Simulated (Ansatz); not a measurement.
Zinc-blende GaN (metastable phase): PBE at its full settings (plane-wave cutoff 520 eV, 14×14×14 k mesh, Fermi–Dirac smearing 0.01 eV, scalar-relativistic PAW data made under PBE) and at cheaper ones, in a cell of 2 atoms with Γ-centred meshes.

```json
[
 {"level and setting": "PBE (Ansatz)", "lattice constant a (Å)": "4.548", "bulk modulus (GPa)": "172", "band gap (eV)": "1.54"},
 {"level and setting": "PBE (2×2×2 k mesh) (Ansatz)", "lattice constant a (Å)": "4.577", "bulk modulus (GPa)": "167", "band gap (eV)": "1.18"},
 {"level and setting": "PBE (4×4×4 k mesh) (Ansatz)", "lattice constant a (Å)": "4.547", "bulk modulus (GPa)": "173", "band gap (eV)": "1.53"},
 {"level and setting": "PBE (6×6×6 k mesh) (Ansatz)", "lattice constant a (Å)": "4.548", "bulk modulus (GPa)": "173", "band gap (eV)": "1.54"},
 {"level and setting": "PBE (Fermi-Dirac smearing of 0.3 eV) (Ansatz)", "lattice constant a (Å)": "4.549", "bulk modulus (GPa)": "171", "band gap (eV)": "1.54"}
]
```

Largest shifts from the full settings: lattice constant a +0.64 % (PBE (2×2×2 k mesh)), against a difference of +1.07 % of the full result from the reference 4.5 Å (measured, 300 K, no zero-point or thermal correction; as tabulated in Vurgaftman et al. (2001), doi:10.1063/1.1368156); bulk modulus -2.9 % (PBE (2×2×2 k mesh)); band gap -0.36 eV (PBE (2×2×2 k mesh)), against a difference of -1.94 eV of the full result from the reference 3.48 eV (measured, zero-point renormalisation of 0.176 eV (computed, row gaps:miglio2020:GaN_zb:gap_zpr:AHC@PBE, arXiv:2011.12765) added back; as tabulated in Vurgaftman et al. (2001), doi:10.1063/1.1368156).

Each row is at its own relaxed cell, so a gap follows the cell too.

Band edges were searched off the SCF mesh.

Spin–orbit coupling is included only where a level's name says +SOC; with heavier elements it mostly lowers gaps and can invert bands. Density-functional gaps are differences of (generalised) Kohn–Sham levels.

Ansatz's density-functional and Hartree–Fock values are scalar-relativistic unless marked +SOC, with PAW data made under PBE.

Run with cheap settings on purpose, which may leave them unconverged: PBE (2×2×2 k mesh), PBE (4×4×4 k mesh), PBE (6×6×6 k mesh), PBE (Fermi-Dirac smearing of 0.3 eV).

Ansatz is a quantum-chemistry and plane-wave program.
